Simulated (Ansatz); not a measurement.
Consider the isomerisation: `N=CC1CO1` → `CC(=N)C=O`.

Isolated molecules relaxed with PBE0-D4/def2-TZVP in Ansatz; ΔE leaves out vibrations. CCSD(T)/CBS is the MP2 limit (def2-TZVPP, def2-QZVPP) plus CCSD(T) − MP2 in def2-TZVPP, frozen cores. DFT in def2-TZVPP. B3LYP here is the variant with VWN-RPA as its local correlation; programs differ in this. HSE06 is defined as in plane-wave codes. Each species was taken in one conformer, which may not be the lowest.

```json
{"level": "LDA (SPW92)", "ΔE (kJ/mol)": "-83.4", "difference from CCSD(T)/CBS": "17.5"}
{"level": "PBE-D4", "ΔE (kJ/mol)": "-94.8", "difference from CCSD(T)/CBS": "6.1"}
{"level": "revPBE-D4", "ΔE (kJ/mol)": "-98.6", "difference from CCSD(T)/CBS": "2.3"}
{"level": "BLYP-D4", "ΔE (kJ/mol)": "-112.6", "difference from CCSD(T)/CBS": "-11.7"}
{"level": "r2SCAN-D4", "ΔE (kJ/mol)": "-96.8", "difference from CCSD(T)/CBS": "4.1"}
{"level": "B3LYP-D4", "ΔE (kJ/mol)": "-107.6", "difference from CCSD(T)/CBS": "-6.7"}
{"level": "r2SCANh-D4", "ΔE (kJ/mol)": "-95.2", "difference from CCSD(T)/CBS": "5.7"}
{"level": "HSE06-D4", "ΔE (kJ/mol)": "-90.9", "difference from CCSD(T)/CBS": "10.0"}
{"level": "BHLYP-D4", "ΔE (kJ/mol)": "-105.1", "difference from CCSD(T)/CBS": "-4.2"}
{"level": "CAM-B3LYP-D4", "ΔE (kJ/mol)": "-102.9", "difference from CCSD(T)/CBS": "-2.0"}
{"level": "ωB97X-V", "ΔE (kJ/mol)": "-93.7", "difference from CCSD(T)/CBS": "7.2"}
{"level": "ωB97M-V", "ΔE (kJ/mol)": "-99.1", "difference from CCSD(T)/CBS": "1.8"}
{"level": "B2PLYP", "ΔE (kJ/mol)": "-106.0", "difference from CCSD(T)/CBS": "-5.1"}
{"level": "PBE-QIDH", "ΔE (kJ/mol)": "-92.2", "difference from CCSD(T)/CBS": "8.7"}
{"level": "PBE", "ΔE (kJ/mol)": "-93.8", "difference from CCSD(T)/CBS": "7.1"}
{"level": "revPBE", "ΔE (kJ/mol)": "-96.1", "difference from CCSD(T)/CBS": "4.8"}
{"level": "BLYP", "ΔE (kJ/mol)": "-110.4", "difference from CCSD(T)/CBS": "-9.5"}
{"level": "r2SCAN", "ΔE (kJ/mol)": "-96.6", "difference from CCSD(T)/CBS": "4.3"}
{"level": "PBE0", "ΔE (kJ/mol)": "-90.3", "difference from CCSD(T)/CBS": "10.6"}
{"level": "B3LYP", "ΔE (kJ/mol)": "-105.9", "difference from CCSD(T)/CBS": "-5.0"}
{"level": "r2SCANh", "ΔE (kJ/mol)": "-94.9", "difference from CCSD(T)/CBS": "6.0"}
{"level": "r2SCAN0", "ΔE (kJ/mol)": "-92.5", "difference from CCSD(T)/CBS": "8.4"}
{"level": "HSE06", "ΔE (kJ/mol)": "-90.1", "difference from CCSD(T)/CBS": "10.8"}
{"level": "BHLYP", "ΔE (kJ/mol)": "-103.9", "difference from CCSD(T)/CBS": "-3.0"}
{"level": "CAM-B3LYP", "ΔE (kJ/mol)": "-102.0", "difference from CCSD(T)/CBS": "-1.1"}
{"level": "LC-ωPBE", "ΔE (kJ/mol)": "-86.1", "difference from CCSD(T)/CBS": "14.8"}
{"level": "RPA@PBE/def2-TZVPP", "ΔE (kJ/mol)": "-102.4", "difference from CCSD(T)/CBS": "-1.5"}
{"level": "HF/def2-SVP", "ΔE (kJ/mol)": "-120.6", "difference from CCSD(T)/CBS": "-19.7"}
{"level": "MP2/def2-SVP", "ΔE (kJ/mol)": "-118.3", "difference from CCSD(T)/CBS": "-17.4"}
{"level": "CCSD/def2-SVP", "ΔE (kJ/mol)": "-117.7", "difference from CCSD(T)/CBS": "-16.8"}
{"level": "CCSD(T)/def2-SVP", "ΔE (kJ/mol)": "-120.3", "difference from CCSD(T)/CBS": "-19.4"}
{"level": "HF/def2-TZVPP", "ΔE (kJ/mol)": "-111.5", "difference from CCSD(T)/CBS": "-10.6"}
{"level": "MP2/def2-TZVPP", "ΔE (kJ/mol)": "-99.1", "difference from CCSD(T)/CBS": "1.8"}
{"level": "SCS-MP2/def2-TZVPP", "ΔE (kJ/mol)": "-102.3", "difference from CCSD(T)/CBS": "-1.4"}
{"level": "CCSD/def2-TZVPP", "ΔE (kJ/mol)": "-101.6", "difference from CCSD(T)/CBS": "-0.7"}
{"level": "CCSD(T)/def2-TZVPP", "ΔE (kJ/mol)": "-103.1", "difference from CCSD(T)/CBS": "-2.2"}
{"level": "HF/def2-QZVPP", "ΔE (kJ/mol)": "-110.8", "difference from CCSD(T)/CBS": "-9.9"}
{"level": "MP2/def2-QZVPP", "ΔE (kJ/mol)": "-97.6", "difference from CCSD(T)/CBS": "3.3"}
{"level": "SCS-MP2/def2-QZVPP", "ΔE (kJ/mol)": "-101.2", "difference from CCSD(T)/CBS": "-0.3"}
{"level": "MP2/CBS(def2)", "ΔE (kJ/mol)": "-96.9", "difference from CCSD(T)/CBS": "4.0"}
{"level": "CCSD(T)/CBS", "ΔE (kJ/mol)": "-100.9", "difference from CCSD(T)/CBS": "0"}
```

(1) What do rigid-rotor, harmonic-oscillator terms from PBE0-D4/def2-TZVP frequencies (298.15 K, 1 bar) make of the CCSD(T)/CBS value? (An estimate is asked.)

Largest T1 diagnostic among the species: 0.014.

## Answers

(1) The calculation gave: ΔZPE = -4.2 kJ/mol, ΔH = -103.4 kJ/mol, ΔS = 14 J/(mol·K), ΔG = -107.4 kJ/mol.

From BLYP to BHLYP (50 % exact exchange), in def2-TZVPP and without D4, ΔE moves by +6.4 kJ/mol. In def2-TZVPP, CCSD(T) changes the Hartree–Fock value by +8.4 kJ/mol (the triples alone add −1.4 kJ/mol) and MP2 by +12.4 kJ/mol.
